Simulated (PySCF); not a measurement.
HN, SMILES [NH], multiplicity 3.

Coordinates come from a PBE0-D3(BJ)/def2-TZVPD optimisation.

Two levels are set side by side: PBE/def2-TZVPD (PySCF) and B3LYP/def2-TZVPD (PySCF). Same geometry, gas phase. Differences are taken from unrounded values.

```tsv
quantity	PBE
α-spin orbital gap (eV)	7.84
β-spin orbital gap (eV)	4.36
dipole moment (D)	1.47
mean polarisability (bohr³)	10.3
```

### Question
These are the PBE values. What does B3LYP give? (The exact figures need the calculation; the answer reports its results.)

### Answer

```
quantity                     B3LYP  PBE minus B3LYP
---------------------------  -----  ---------------
α-spin orbital gap (eV)       9.72            -1.88
β-spin orbital gap (eV)       6.73            -2.37
dipole moment (D)             1.51            -0.04
mean polarisability (bohr³)   10.0              0.3
```

PBE's more diffuse valence density responds more strongly to a field. Differences between two approximate levels are no errors against the true value.

Rough cost on one machine, each run with all the roots and properties that it gave: B3LYP against PBE within a factor of 2.
